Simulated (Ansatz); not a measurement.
**C₃H₄ClF: basis-set convergence**

An exercise on one series of results from a longer session: the logs are not shown, and one member is left open.

Program: Ansatz 0.2.0, Gaussian basis. Level of theory: one geometry, several basis sets. These are calculated values, not measurements.

Plan: PBE0-D4/def2-SVP; ωB97M-V/def2-SVP; PBE0-D4/def2-QZVPP; ωB97M-V/def2-QZVPP; the functionals' def2-TZVPP values are taken from earlier runs.

## The relaxed structure

The geometry comes from an earlier relaxation with PBE0-D4 in a triple-zeta def2 set; it is a stationary point, not always the lowest conformer.

SMILES `C=C(F)CCl`, 9 atoms, charge 0, spin multiplicity 1.

Atoms are counted from 1 here; the program's logs count them from 0.

Bond lengths: C1–C2 1.321 Å, C1–H6 1.082 Å, C1–H7 1.080 Å, C2–F3 1.339 Å, C2–C4 1.479 Å, C4–Cl5 1.788 Å, C4–H8 1.087 Å, C4–H9 1.090 Å. Angles: C2–C1–H6 121.0°, C2–C1–H7 119.9°, H6–C1–H7 119.1°, C1–C2–F3 120.6°, C1–C2–C4 126.6°, F3–C2–C4 112.8°, C2–C4–Cl5 111.6°, C2–C4–H8 110.4°, C2–C4–H9 110.7°, Cl5–C4–H8 107.7°, Cl5–C4–H9 106.5°, H8–C4–H9 109.8°.

Set-up of the first run:

The input, in.yaml:

```yaml
crystal:
  periodic: [false, false, false]
  atoms:
    - {symbol: C, position_ang: [-0.450103, 0.751385, 1.134214]}
    - {symbol: C, position_ang: [0.386609, 0.232747, 0.253661]}
    - {symbol: F, position_ang: [1.682101, 0.569225, 0.264744]}
    - {symbol: C, position_ang: [0.059844, -0.757673, -0.795219]}
    - {symbol: Cl, position_ang: [0.248055, -0.068913, -2.434285]}
    - {symbol: H, position_ang: [-0.106410, 1.452190, 1.883010]}
    - {symbol: H, position_ang: [-1.495493, 0.479356, 1.109970]}
    - {symbol: H, position_ang: [-0.969764, -1.091384, -0.693365]}
    - {symbol: H, position_ang: [0.733462, -1.613132, -0.739829]}
basis:
  gaussian: {orbitals: def2-SVP}
hamiltonian: {xc: pbe0, dispersion: d4}
output: {orbitals: {seedname: orbitals}}
```

Run with:

```console
$ ansatz run in.yaml --threads 2 --pin off --events-out ev --progress --plain --max-ram 4352MiB
```

Among the steps run: PBE0-D4 in def2-SVP; ωB97M-V in def2-SVP; PBE0-D4 in def2-QZVPP; ωB97M-V in def2-QZVPP.

One table of the session follows, with a row left open; its other results are not shown here.

```
functional       basis  HOMO (eV)  LUMO (eV)
   PBE0-D4    def2-SVP      -7.77      -0.28
   PBE0-D4  def2-TZVPP      -7.87      -0.54
   PBE0-D4  def2-QZVPP      -7.90      -0.64
   ωB97M-V    def2-SVP      -9.98       1.99
   ωB97M-V  def2-TZVPP     -10.10       1.63
   ωB97M-V  def2-QZVPP          ?          ?
```

**Question.** Estimate the row for ωB97M-V, def2-QZVPP.

**Answer.** HOMO (eV): -10.14; LUMO (eV): 1.44. In the column «HOMO (eV)» it is the lowest.
